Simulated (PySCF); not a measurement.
Si2 under electron impact: the energy ladder

PBE0 in PySCF with def2-TZVPPD on every atom, for the lowest determinant that a PBE0 search found; no spin–orbit coupling.

```json
{"species": "Si2", "state (unpaired electrons)": "triplet (π ↑↑)", "Re (Å)": "2.253", "ωe (cm⁻¹)": "521", "energy of the minimum from the neutral (eV)": "0.00", "De (eV)": "3.36", "dissociates to": "Si + Si"}
{"species": "Si₂⁺", "state (unpaired electrons)": "quartet (σ ↑, π ↑↑)", "Re (Å)": "2.273", "ωe (cm⁻¹)": "472", "energy of the minimum from the neutral (eV)": "7.87", "De (eV)": "3.71", "dissociates to": "Si⁺ + Si"}
```

Task: Work out the lowest energy to break Si2 into atoms, from its vibrational ground state.

Result: D0 = De − ωe/2 = 3.36 − 0.03 = 3.33 eV (PBE0/def2-TZVPPD).

Task: Work out the ionisation energy of the Si atom at this level and the threshold of dissociative ionisation.

Result: IE(Si) = 7.87 + 3.71 − 3.36 = 8.22 eV, so Si⁺ + Si + e⁻ appears at D0 + IE(Si) = 11.55 eV (PBE0/def2-TZVPPD). The measured IE(Si) is 8.152 eV (NIST ASD).

These are thermodynamic thresholds; the onsets seen under electron impact lie higher where the geometry changes, and cross-sections peak well above them.

States were picked by a PBE0 search and need not be the measured ground states.
